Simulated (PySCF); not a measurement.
Mapped SMILES: `[CH3:1][CH2:2][CH2:3][C:4]#[N:5]`. Each H is labelled by its parent atom.

PySCF 2.14.0 with density-fitted response routines calculation with structure optimised with PBE0-D3(BJ)/def2-SVP and NMR shieldings at PBE0/pcSseg-1/GIAO; relativity neglected, one conformer, no solvent model, one averaged value for each set of equivalent atoms.

References, each an isolated molecule treated in the same way: ¹³C (σref 184.41), ¹H (σref 31.27) against TMS; NH3 for ¹⁵N (σref 265.67).

```csv
atoms,nucleus,count,Hirshfeld charge,δ (ppm)
H(C2),¹H,2,0.05,1.54
C4,¹³C,1,0.08,124.2
C2,¹³C,1,-0.05,23.6
C3,¹³C,1,-0.04,20.1
N5,¹⁵N,1,-0.23,303.3
H(C3),¹H,2,0.06,1.86
H(C1),¹H,3,0.04,?
C1,¹³C,1,-0.11,?
```

**Question.** Fill in the missing shifts.

**Answer.** 
- C1: 15.8 ppm, methyl carbon; a saturated carbon with 1 carbon neighbour and no heteroatom attached
- H(C1): 0.99 ppm, hydrogen on a methyl carbon; far from electronegative atoms and π systems

Shifts are as computed. Against solution values, carbons near 30 ppm lie about +2 ppm off and those near 130 ppm about +5 ppm. Of 1211 compounds with measured shifts, 218 miss one by over three times the rms of a fit or turn the order of signals round; such compounds aren't used in these exercises. Experimental scales use liquid or dissolved standards, which lie at an offset from isolated NH3 (liquid NH3: subtract about 20 ppm). Unscaled 15N shifts of sp2 nitrogen come out 20 to 40 ppm too high even then.
